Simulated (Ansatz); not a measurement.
# Two structures, one formula

Two isomers of SiH₃O (charge -1), closed shell, relaxed at PBE0-D4/def2-TZVPD (vibrations not checked).

A:

O1  (-1.628, 0.366, 0.480)
Si2  (-0.092, -0.045, -0.261)
H3  (-1.511, 0.606, 1.400)
H4  (0.488, -0.986, 0.845)
H5  (0.774, 1.151, 0.252)
(Å)

B:

```tsv
atom	x (Å)	y (Å)	z (Å)
O1	-1.4799	0.2783	0.7174
Si2	-0.0922	0.0173	0.0448
H3	-0.0906	-0.2504	-1.4628
H4	0.7134	-1.1805	0.5560
H5	0.9493	1.1353	0.1445
```

Ansatz 0.2.0; basis: def2-TZVPPD; cores frozen in the correlated methods. B3LYP uses VWN-RPA correlation.

(1) Which structure is lower at CCSD(T), and by how much? (Judge from chemistry; the value comes from the calculation.)

T1 diagnostic: at most 0.017.

## Answers

(1) Computed: B, by 88.7 kJ/mol (electronic energy, against the other). By their contacts, A is SiH₃O ([OH][SiH2]), total charge -1 and B is SiH₃O ([O][SiH3]), total charge -1.

All methods give the same order:

```
   method  E(B) − E(A) (kJ/mol)
   PBE-D4                 -83.4
r2SCAN-D4                 -94.9
  PBE0-D4                 -81.5
 B3LYP-D4                 -90.2
  wB97M-V                 -83.0
       HF                 -87.7
      MP2                -104.3
     CCSD                 -86.5
  CCSD(T)                 -88.7
```

Labels in which every atom is bracketed show which atoms are joined, not bond orders.
